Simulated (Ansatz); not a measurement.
# Al2HO (doublet): the correlation ladder, cc-pVDZ

Aim: climb from Hartree-Fock through coupled cluster and multireference methods for Al2HO (doublet) at one geometry and basis, and see what each rung misses.

The runs use Ansatz 0.2.0, Gaussian basis; cc-pVDZ, core rule «outside noble gas», up to 11 orbitals frozen.

Plan: UHF; CCSD(T) on ROHF; CCSD(T) on UHF; BCCD(T) on ROHF; CISD; CCSDT(Q) on ROHF; CCSDT(Q) on UHF; CASSCF and MRCISD+Q, 9 electrons in 9 orbitals; CASSCF and NEVPT2, 9 electrons in 9 orbitals.

17 further runs of the same task are left out: 5 that didn't finish, 12 set aside as unsound or not needed.

## 1. What is computed

The geometry is a PBE0/def2-TZVP stationary point (not a proven minimum) of the parent state, kept for this charge and spin.

4 atoms, charge 0, spin multiplicity 2.

Atoms are counted from 1 here; the program's logs count them from 0.

Bond lengths: Al1–O2 1.691 Å, Al1–H4 1.610 Å, O2–Al3 1.688 Å. Angles: O2–Al1–H4 116.0°, Al1–O2–Al3 173.6°.

## 2. UHF

Input file in.yaml:

```yaml
crystal:
  periodic: [false, false, false]
  atoms:
    - {symbol: Al, position_ang: [0.000000, -0.111408, 1.648884]}
    - {symbol: O, position_ang: [0.000000, 0.054822, -0.034166]}
    - {symbol: Al, position_ang: [0.000000, 0.031868, -1.721810]}
    - {symbol: H, position_ang: [0.000000, 1.258991, 2.494483]}
basis:
  gaussian: {orbitals: cc-pVDZ}
magnetization: {spin_polarized: true, initial_magnetization: 1}
hamiltonian: {xc: hf}
output: {orbitals: {seedname: orbitals}}
```

The run is started by

```sh
ansatz run in.yaml --threads 1 --pin off --events-out ev --progress --plain --max-ram 2393MiB
```

The runs that follow: CCSD(T) on ROHF; CCSD(T) on UHF; BCCD(T) on ROHF; CISD; CCSDT(Q) on ROHF; CCSDT(Q) on UHF; CASSCF and MRCISD+Q, 9 electrons in 9 orbitals; CASSCF and NEVPT2, 9 electrons in 9 orbitals.

Before running them: what should the planned runs give, taken together? Wanted: UCCSDT(Q) below the RHF energy; RMP2 from UCCSDT(Q); UMP2 from UCCSDT(Q); RCCSD from UCCSDT(Q); RCCSD(T) from UCCSDT(Q); UCCSD(T) from UCCSDT(Q); RCCSDT(Q) from UCCSDT(Q); MRCISD+Q frontier from UCCSDT(Q); T1 diagnostic.

**Answer**, as computed:

| quantity | value |
| --- | --- |
| UCCSDT(Q) below the RHF energy | -8.3741 eV |
| RMP2 from UCCSDT(Q) | +890.9 meV |
| UMP2 from UCCSDT(Q) | +879.4 meV |
| RCCSD from UCCSDT(Q) | +266.1 meV |
| RCCSD(T) from UCCSDT(Q) | +46.7 meV |
| UCCSD(T) from UCCSDT(Q) | +46.1 meV |
| RCCSDT(Q) from UCCSDT(Q) | +4.6 meV |
| MRCISD+Q frontier from UCCSDT(Q) | +50.9 meV |
| levels within 1 kcal/mol (43 meV) | BCCD(T), RCCSDT, UCCSDT, RCCSDT(Q) |
| T1 diagnostic | 0.024 |

What this shows: RCCSD(T) misses by +46.7 meV, 0.6 % of the correlation energy. These misses are within one basis, not against nature; the frozen cores of restricted and unrestricted runs differ, which can shift their rows.
